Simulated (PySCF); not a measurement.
# TDDFT beside published excitation energies

Published values to compare with (the computed states carry no symmetry labels, so the two lists aren't matched line by line):

```
        state  E (eV)      f                                 kind of transition  source
1A''[F](π→π*)    1.00  0.000  vertical emission from the excited-state geometry     [1]
    1A2(π→π*)    3.70                               band maximum or as reported     [2]
    3A2(n→π*)    3.77                                       vertical absorption     [1]
    3A2(n→π*)    3.80                               band maximum or as reported     [2]
    1A2(π→π*)    3.85                                       vertical absorption     [1]
    3A1(π→π*)    5.61                                       vertical absorption     [1]
    3B1(n→3p)    5.79                                       vertical absorption     [1]
    3B1(n→3s)    5.80                               band maximum or as reported     [2]
    1B1(n→3s)    5.86                               band maximum or as reported     [2]
    1B1(n→3s)    6.01  0.035                                vertical absorption     [1]
    3A2(π→3p)    7.12                                       vertical absorption     [1]
    1A2(π→3p)    7.18                                       vertical absorption     [1]
    1A1(π→π*)    7.25  0.154                                vertical absorption     [1]
```

[1] computed, theoretical best estimate (aug-cc-pVTZ, frozen core, CC3 geometry), gas; Veril, Scemama, Caffarel, Lipparini, Boggio-Pasqua, Jacquemin, Loos, WIREs Comput. Mol. Sci. 2021, 11, e1517 (QUESTDB)
[2] measured, gas; Loos, Scemama, Blondel, Garniron, Caffarel, Jacquemin (2018), arXiv:1807.02045, literature column

C₂H₂O.
Numbering: `[CH2:1]=[C:2]=[O:3]` (hydrogens: H4, H5 on C1)

Computed, not measured: TDDFT CAM-B3LYP/def2-SVPD, vertical, gas phase, core orbitals frozen in the response in PySCF. Isolated species at its PBE0-D3(BJ)/def2-SVP geometry, gas phase.

Computed singlets: 3.84 eV (f 0.000); 6.33 eV (f 0.030); 7.65 eV (f 0.150); 7.78 eV (f 0.009); 8.47 eV (f 0.000); 8.99 eV (f 0.044); 9.22 eV (f 0.003); 9.35 eV (f 0.000); 9.78 eV (f 0.084); 9.85 eV (f 0.000). Computed triplets (Tamm–Dancoff): 3.49, 5.31, 6.06, 7.16 eV.

How does the lowest computed singlet compare with the best estimate listed for the lowest singlet (vertical absorption)?

3.84 eV against 3.85 eV for 1A2(π→π*) [1]: a difference of -0.01 eV. Geometry and basis of the two calculations needn't be the same.

How does the lowest computed triplet compare with the best estimate listed for the lowest triplet (vertical absorption)?

3.49 eV against 3.77 eV for 3A2(n→π*) [1]: a difference of -0.28 eV. Geometry and basis of the two calculations needn't be the same.

[F] marks fluorescence, computed at the excited state's geometry.

A measured band maximum holds vibronic effects and, in solution, solvent shifts, so it needn't equal the vertical energy.

The vertical ionisation energy (ΔSCF) is 9.86 eV, 0.01 eV above S10.
